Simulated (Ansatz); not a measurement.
Total energies of `C=C(C)CC`.

```xyz
15

C    -1.898   -0.211    0.285
C    -0.585   -0.373    0.159
C    -0.001   -1.523   -0.602
C     0.388    0.589    0.777
C     1.244    1.335   -0.241
H    -2.313    0.623    0.841
H    -2.602   -0.907   -0.160
H    -0.778   -2.198   -0.963
H     0.575   -1.178   -1.465
H     0.689   -2.094    0.028
H    -0.162    1.309    1.389
H     1.048    0.037    1.458
H     0.617    1.893   -0.941
H     1.908    2.045    0.258
H     1.870    0.654   -0.822
```

Charge 0, multiplicity 1. The structure was optimised at the PBE0-D4/def2-TZVP level. It is one conformer, not always the lowest. Basis def2-TZVPP, Ansatz.

RPA on PBE orbitals: Hartree–Fock energy of these orbitals -195.17387 Eh, correlation -1.44837 Eh (frozen core).

| functional | kind | energy without D4 (Eh) | D4 term (kJ/mol) |
| --- | --- | --- | --- |
| LDA (SPW92) | LDA | -194.72905 | – |
| PBE | GGA | -196.32406 | -27.2 |
| revPBE | GGA | -196.54483 | -93.4 |
| BLYP | GGA | -196.49187 | -60.4 |
| r2SCAN | meta-GGA | -196.48043 | -7.2 |
| B97M-V | meta-GGA with VV10 | -196.61608 | – |
| PBE0 | global hybrid, 25 % exact exchange | -196.36021 | -22.8 |
| B3LYP | global hybrid, 20 % | -196.62126 | -43.0 |
| r2SCANh | meta-GGA hybrid, 10 % | -196.47398 | -7.4 |
| r2SCAN0 | meta-GGA hybrid, 25 % | -196.46526 | -8.1 |
| HSE06 (plane-wave form) | screened hybrid | -196.34756 | -21.0 |
| BHLYP | global hybrid, 50 % | -196.48057 | -29.4 |
| CAM-B3LYP | range-separated hybrid | -196.49022 | -22.7 |
| LC-ωPBE | long-range corrected hybrid | -196.48194 | – |
| ωB97X-V | range-separated hybrid GGA with VV10 | -196.55197 | – |
| ωB97M-V | range-separated hybrid meta-GGA with VV10 | -196.49234 | – |
| B2PLYP | double hybrid | -196.41663 | – |
| PBE-QIDH | double hybrid | -196.33357 | – |

B3LYP takes the VWN-RPA correlation (the form of Gaussian; ORCA's B3LYP/G). HSE06 is the plane-wave form, built on full-range PBE exchange. The double hybrids freeze the cores in their second-order part.

LC-ωPBE has ω = 0.4 bohr⁻¹.
